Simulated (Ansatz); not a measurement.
Saddle point of Si2H6S, singlet (Si₂H₆S ([SiH3][SiH2][SH]) → Si₂H₄ ([SiH][SiH3]) + H₂S (still joined by a long Si–S bond); bonds formed: S2–H3; bonds broken: Si1–H3; bonds weakened to dative contacts: Si1–S2), PBE0-D4/def2-TZVP structure:

Si1  (-1.078, -0.582, 0.125)
S2  (1.187, -1.664, -0.070)
H3  (-0.231, -1.889, -0.629)
H4  (-1.056, -0.630, 1.630)
Si5  (-0.093, 1.494, -0.377)
H6  (0.917, -2.581, 0.875)
H7  (0.913, 1.926, 0.633)
H8  (-1.145, 2.543, -0.488)
H9  (0.585, 1.385, -1.699)
(Å)

Energies are electronic, without zero-point energy. Barriers and step energies count from the start structure reached by relaxing down the imaginary mode; all methods use the PBE0-D4 structures, on which another method's saddle can fall below an end. Computed with Ansatz 0.2.0 (basis: def2-TZVPP, with def2-QZVPP for the basis limit); correlated methods freeze the cores. B3LYP uses VWN-RPA correlation. Extrapolation: Hartree–Fock as exp(−7.88 √X), correlation as X^−2.97.

```
      method  barrier (kcal/mol)  step energy (kcal/mol)
       SPW92               50.40                   42.63
      PBE-D4                   ?                   43.62
     BLYP-D4               53.87                   44.43
   r2SCAN-D4               58.07                   48.75
      B97M-V               57.97                   47.21
     PBE0-D4               58.85                   47.20
    B3LYP-D4               59.22                   47.52
  r2SCAN0-D4                   ?                   50.26
    BHLYP-D4               66.70                   51.40
CAM-B3LYP-D4               63.94                   50.30
     wB97X-V                   ?                   51.50
     wB97M-V               62.12                   47.51
      B2PLYP               61.83                   49.85
    PBE-QIDH               64.05                   50.78
  RPA on PBE               60.10                   47.60
          HF               77.96                   57.47
         MP2               63.65                   51.21
        CCSD               65.32                   50.42
     CCSD(T)               62.27                   49.16
```

Question: Fill in the withheld barriers. (Judge from chemistry; the value comes from the calculation.)

Answer: By the calculation: r2SCAN0-D4 62.22; wB97X-V 66.11; PBE-D4 52.38 kcal/mol. Each is the energy of the saddle less that of the start structure, by the same method.

For comparison, the barrier by CCSD(T) at an estimated basis limit (MP2 extrapolated from triple and quadruple zeta, plus CCSD(T) − MP2 in triple zeta) is 62.67 kcal/mol.

The T1 diagnostic stays at or below 0.017. The restricted Hartree–Fock reference is unstable towards an unrestricted one at one or more of these structures.

Losses and insertions of silylenes and their heavier kin drive the gas-phase chemistry of silicon and germanium vapour deposition.

Labels in which every atom is bracketed show which atoms are joined, not bond orders.

For scale, one of the runs: CCSD(T)/def2-TZVPP, 210 basis functions, launched by `ansatz run in.yaml --threads 2 --pin off --events-out ev --progress --plain --max-ram 4352MiB`. The run took 43 s on 2 CPU threads of an Arm Neoverse V2 (shared host), with 2.5 GiB of host memory at its peak.
